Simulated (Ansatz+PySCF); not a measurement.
Results of a calculation; reference values are marked as such.
A run of PySCF 2.14.0 on singlet LiS(-) at this shape:

```xyz
2

Li    0.0000    0.0000    0.0000
S     1.2013    1.6017    3.4679
```

Its results:

```
Converged                       : yes
Reference energy                : -400.26201 hartree
CCSD correlation energy         : -0.06895 hartree
Triples correction              : -0.00076 hartree
Total energy                    : -400.33172 hartree
Spin squared of the determinant : 0.000
```

**Question.** Which input gives this output? Name the method, the orbitals and the basis set, and write the input.

**Answer.** RHF-CCSD(T) in STO-3G. An unrestricted run that stays on the closed shell gives the same numbers.

```python
from pyscf import gto, scf, cc

mol = gto.M(atom="""
Li 0.000000 0.000000 0.000000
S 1.201310 1.601740 3.467870
""", basis='sto-3g', charge=-1, spin=0)
mf = scf.RHF(mol)
mf.kernel()
mycc = cc.CCSD(mf, frozen=5).run()
et = mycc.ccsd_t()
print(mf.e_tot, mycc.e_corr, et, mycc.e_tot + et)
```

Caution: large amplitudes, a single reference is doubtful; no diffuse functions for an anion; an unrestricted determinant lies well below.
